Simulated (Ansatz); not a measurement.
in.yaml

```yaml
crystal:
  periodic: [false, false, false]
  atoms:
    - {symbol: Hf, position_ang: [0.000624, 0.001888, 0.423918]}
    - {symbol: Si, position_ang: [-0.000209, -0.014896, -2.381737]}
    - {symbol: H, position_ang: [1.271907, -0.644607, -2.934510]}
    - {symbol: H, position_ang: [-0.055079, 1.416687, -2.813093]}
    - {symbol: H, position_ang: [-1.321502, -0.691339, -2.956197]}
basis:
  gaussian: {orbitals: def2-SVP}
magnetization: {spin_polarized: true, initial_magnetization: 5}
hamiltonian: {xc: {name: PBE}}
correlation: {method: rpa, electrons: outside_noble_gas}
```

```sh
$ ansatz run in.yaml --threads 1 --pin off --events-out ev --progress --plain --max-ram 2393MiB
```

Log:

```
648 factors; integrals over basis functions are off by at most 1.1e-3 eV
mean field evaluation 1: about -9218.2905 eV, gradient 1.2e1 eV
mean field evaluation 2: about -9218.2794 eV, gradient 1.2e1 eV
mean field evaluation 4: about -9219.3119 eV, gradient 4.7e0 eV
mean field evaluation 8: about -9219.5628 eV, gradient 7.7e-2 eV
mean field evaluation 16: about -9219.5628 eV, gradient 1.1e-3 eV
mean field evaluation 32: about -9219.5665 eV, gradient 1.6e-4 eV
mean field evaluation 64: about -9219.5675 eV, gradient 8.0e-3 eV
mean field evaluation 96: about -9218.7337 eV, gradient 1.9e0 eV
mean field evaluation 128: about -9219.5650 eV, gradient 9.0e-3 eV
mean field evaluation 160: about -9219.5653 eV, gradient 4.6e-3 eV
mean field evaluation 192: about -9216.1193 eV, gradient 1.1e1 eV
mean field evaluation 224: about -9217.7410 eV, gradient 2.5e0 eV
mean field -9219.56651376 eV, -338.8128201342 hartree, gradient 3.0e-6 eV, S^2 8.752050; 10 other end points of the search recorded, 0 dependent functions left out
9 core orbitals not correlated: weight in the atoms' cores, before any rotation towards them, 1.000 or more for the frozen orbitals, at most 0.000 for the correlated occupied ones
reference -9192.59116857 eV, -337.8214944827 hartree; 8, 3 occupied and 48, 53 virtual orbitals, 648 factors
Total energy: -9201.19781955 eV, -338.1377830724 hartree
```

Ran on 1 thread of Intel Xeon, shared host: 46 s wall, 0.19 GiB peak host memory.
